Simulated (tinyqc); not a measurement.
UHF in the sto-6g basis, for NH, spin multiplicity 3, step by step. This run ends on a higher stationary point, not on the lowest solution. One step of it, computed by the program tinyqc.

Task: Iteration 3: DIIS coefficients. Solve [B -1; -1 0][c; lambda] = [0; -1] for the coefficients, which sum to one.

B (overlaps of the stored error matrices):
$$\begin{pmatrix}
6.7206712e-03 & 4.8662222e-03 \\
4.8662222e-03 & 5.3582988e-03
\end{pmatrix}$$

Give: DIIS coefficients.

Result:

DIIS coefficients: [0.210, 0.790]
